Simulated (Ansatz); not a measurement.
**C2H6OS: small, medium and large basis sets**

How large a basis does C2H6OS need? Two functionals are run in growing sets.

Method: one geometry, several basis sets; program: Ansatz 0.2.0, Gaussian basis.

Plan: PBE0-D4/def2-SVP; ωB97M-V/def2-SVP; PBE0-D4/def2-QZVPP; ωB97M-V/def2-QZVPP; the functionals' def2-TZVPP values are taken from earlier runs.

## 1. The relaxed structure

All runs share one geometry, relaxed beforehand with PBE0-D4 in a triple-zeta def2 set.

SMILES `COCS`, 10 atoms, charge 0, spin multiplicity 1.

Atoms are counted from 1 here; the program's logs count them from 0.

Bond lengths: C1–O2 1.405 Å, C1–H5 1.090 Å, C1–H6 1.099 Å, C1–H7 1.099 Å, O2–C3 1.397 Å, C3–S4 1.792 Å, C3–H8 1.098 Å, C3–H9 1.099 Å, S4–H10 1.342 Å. Angles: O2–C1–H5 107.3°, O2–C1–H6 111.5°, O2–C1–H7 111.6°, H5–C1–H6 109.0°, H5–C1–H7 109.0°, H6–C1–H7 108.4°, C1–O2–C3 111.6°, O2–C3–S4 111.3°, O2–C3–H8 110.9°, O2–C3–H9 111.3°, S4–C3–H8 109.9°, S4–C3–H9 105.3°, H8–C3–H9 107.9°, C3–S4–H10 96.4°.

## 2. PBE0-D4 in def2-SVP

in.yaml reads:

```yaml
crystal:
  periodic: [false, false, false]
  atoms:
    - {symbol: C, position_ang: [-1.057425, 0.917054, 0.463525]}
    - {symbol: O, position_ang: [-0.173563, 0.460350, -0.528639]}
    - {symbol: C, position_ang: [0.740482, -0.464619, -0.018115]}
    - {symbol: S, position_ang: [1.885115, -1.015273, -1.281986]}
    - {symbol: H, position_ang: [-1.740333, 1.620940, -0.011047]}
    - {symbol: H, position_ang: [-0.522532, 1.429711, 1.274740]}
    - {symbol: H, position_ang: [-1.638987, 0.092063, 0.897744]}
    - {symbol: H, position_ang: [0.221484, -1.327523, 0.418541]}
    - {symbol: H, position_ang: [1.368119, -0.015347, 0.764873]}
    - {symbol: H, position_ang: [1.000740, -1.748555, -1.976538]}
basis:
  gaussian: {orbitals: def2-SVP}
hamiltonian: {xc: pbe0, dispersion: d4}
output: {orbitals: {seedname: orbitals}}
```

The runs that follow: ωB97M-V in def2-SVP; PBE0-D4 in def2-QZVPP; ωB97M-V in def2-QZVPP.

Q: Predict the results of all the runs planned. Wanted: PBE0-D4: double and triple zeta above quadruple; ωB97M-V: double and triple zeta above quadruple.

**Answer**, as computed:

| quantity | value |
| --- | --- |
| PBE0-D4: double and triple zeta above quadruple | 9.27, 0.58 eV |
| ωB97M-V: double and triple zeta above quadruple | 9.43, 0.56 eV |

What this shows: For PBE0-D4 the step from double to triple zeta gains 8.69 eV and the next only 0.58 eV. These are total energies; as a rule much of such shifts cancels in differences, which this series doesn't test. The LUMO of ωB97M-V is positive and keeps falling with the basis (3.00 to 1.62 eV): an unbound level that the basis holds in place.
